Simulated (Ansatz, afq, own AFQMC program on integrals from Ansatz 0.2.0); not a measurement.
AlF, quintet: AFQMC among the cluster methods

```xyz
2

Al    0.0000    0.0000    0.0000
F     0.0000    0.0000    1.7190
```

Basis aug-cc-pVDZ. Noble-gas cores (and the filled d shells of Ga–Kr and In–Xe) are frozen. Ansatz 0.2.0 and our own AFQMC program on the same integrals; the CISD trial comes from CCSD amplitudes, and released means the phaseless constraint is let go. Error bars are statistical, one sigma.

Determinant: UHF, the one that the program's search chose, which needn't be the lowest solution. The geometry is a PBE0/def2-TZVPD stationary point of this or a neighbouring charge and spin state.

No full CI on the walks' own integrals is used here; CCSDT(Q) serves as the reference and is uncertain by about the last step of the cluster series.

Cautions: lower spins were not checked.

* T1 diagnostic: 0.0090
* weight of the determinant in the CISD state: 0.946
* ⟨S²⟩ of the determinant: 6.004
* size of the correlated space: 10 electrons in 44 orbitals

| level | correlation energy (eV) |
| --- | --- |
| MP2 | -4.4911 |
| CCSD | -4.9657 |
| CCSD(T) | -5.0429 |

**Question.** Estimate where phaseless AFQMC with a CISD trial lies against CCSD(T) on the same integrals.

**Answer.** 0.06 ± 0.16 mEh above CCSD(T). The gap is under twice the noise, so this walk alone can't tell the two apart.

Reference: CCSDT(Q), correlation energy -5.054 eV. The released energy is read at 1.62 1/Eh, later times being too noisy (meV from the phaseless value at times in 1/Eh: -8 ± 6 at 0.24, -8 ± 6 at 0.51, -10 ± 7 at 0.99, -8 ± 8 at 1.62, -9 ± 10 at 2.40).

```
         level  E − E(reference) (mEh)  share of correlation (%)
       CCSD(T)                    0.42                     99.77
         CCSDT                    0.06                     99.97
 ph-AFQMC/CISD             0.48 ± 0.16                     99.74
released AFQMC             0.20 ± 0.28                     99.89
```

A walk keeps the symmetry of its determinant, which the program's search chose and which needn't be the lowest solution, so a lower state of the same spin and another symmetry isn't excluded. Released energies are given only where the last usable release times agree within the noise; a slower fall can still hide under it.
